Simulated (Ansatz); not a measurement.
Density of states of Fe2O3 (R-3c, a = 4.772 Å, b = 4.772 Å, c = 13.311 Å, α = 90.00°, β = 90.00°, γ = 120.00°), in states per eV and primitive cell, averaged over bins of 0.5 eV. Level of theory: Ansatz 0.2.0, DFT PBE, scalar-relativistic, plane waves, PAW.

Plane waves to 420 eV, a k mesh through Γ of 12×12×12 on the computed 10-atom cell and Gaussian smearing (0.10 eV); collinear spin from starting moments 0.95 0.95 0.95 0.95 0 0 0 0 0 0 μB.

The cell is relaxed at this level. The states (both spins) are summed by tetrahedra on a 18×18×18 mesh at the self-consistent density. Energies are bin centres; the table starts no lower than −8 eV and ends at 6 eV, or lower where the solved bands end.

It is a metal at this level.

| E − E_F (eV) | total | Fe 3d down | Fe 3d up | O 2p down | O 2p up | O 2s up | O 2s down |
| --- | --- | --- | --- | --- | --- | --- | --- |
| -7.80 | 7.92 | 0.67 | 0.84 | 2.81 | 2.87 | 0.04 | 0.04 |
| -7.30 | 6.57 | 0.60 | 0.83 | 2.35 | 2.47 | 0.03 | 0.03 |
| -6.80 | 7.35 | 0.83 | 1.13 | 2.58 | 2.59 | 0.02 | 0.02 |
| -6.30 | 9.44 | 1.24 | 1.75 | 3.03 | 3.21 | 0.03 | 0.03 |
| -5.80 | 8.70 | 1.60 | 1.22 | 3.39 | 2.32 | 0.02 | 0.02 |
| -5.30 | 5.39 | 0.57 | 0.65 | 2.00 | 2.00 | 0.03 | 0.03 |
| -4.80 | 7.24 | 0.61 | 0.80 | 2.70 | 2.93 | 0.03 | 0.03 |
| -4.30 | 7.20 | 0.55 | 0.69 | 3.00 | 2.78 | 0.03 | 0.03 |
| -3.80 | 6.36 | 0.44 | 0.68 | 2.40 | 2.71 | 0.02 | 0.02 |
| -3.30 | 4.09 | 0.38 | 0.22 | 2.49 | 0.93 | 0.00 | 0.01 |
| -2.80 | 0.24 | 0.00 | 0.17 | 0.04 | 0.02 | 0.00 | 0.00 |
| -2.30 | 3.06 | 0.00 | 2.62 | 0.00 | 0.41 | 0.02 | 0.00 |
| -1.80 | 3.80 | 0.00 | 3.45 | 0.00 | 0.30 | 0.01 | 0.00 |
| -1.30 | 11.72 | 3.14 | 7.29 | 0.17 | 0.94 | 0.05 | 0.01 |
| -0.80 | 13.76 | 4.83 | 6.72 | 0.43 | 1.58 | 0.03 | 0.03 |
| -0.30 | 6.50 | 5.62 | 0.12 | 0.63 | 0.03 | 0.00 | 0.04 |
| 0.20 | 8.77 | 6.42 | 0.95 | 0.94 | 0.23 | 0.11 | 0.04 |
| 0.70 | 5.72 | 1.50 | 2.65 | 0.24 | 0.98 | 0.25 | 0.04 |
| 1.20 | 7.89 | 3.17 | 2.13 | 0.91 | 1.17 | 0.15 | 0.27 |
| 1.70 | 7.53 | 2.49 | 2.10 | 1.13 | 1.47 | 0.08 | 0.16 |
| 2.20 | 7.45 | 2.34 | 1.94 | 1.39 | 1.58 | 0.02 | 0.09 |
| 2.70 | 3.57 | 2.06 | 0.00 | 1.45 | 0.00 | 0.00 | 0.03 |
| 3.20 | 0.02 | 0.01 | 0.00 | 0.01 | 0.00 | 0.00 | 0.00 |
| 3.70 | 0.00 | 0.00 | 0.00 | 0.00 | 0.00 | 0.00 | 0.00 |
| 4.20 | 0.00 | 0.00 | 0.00 | 0.00 | 0.00 | 0.00 | 0.00 |
| 4.70 | 0.00 | 0.00 | 0.00 | 0.00 | 0.00 | 0.00 | 0.00 |
| 5.20 | 0.00 | 0.00 | 0.00 | 0.00 | 0.00 | 0.00 | 0.00 |
| 5.70 | 0.08 | 0.00 | 0.00 | 0.00 | 0.00 | 0.02 | 0.01 |

The columns after the total are the main Löwdin projections on the occupied valence shells of the potentials; 3 others are left out. The rest of the total lies in those, in shells that are empty in the free atom, which aren't projected, and between the atoms.

Moments started parallel, and an antiferromagnetic order may lie lower.

Only this magnetic start was tried.

Cost: 1 run of about 25 core-minutes, on AMD EPYC (Zen 3) (shared hosts).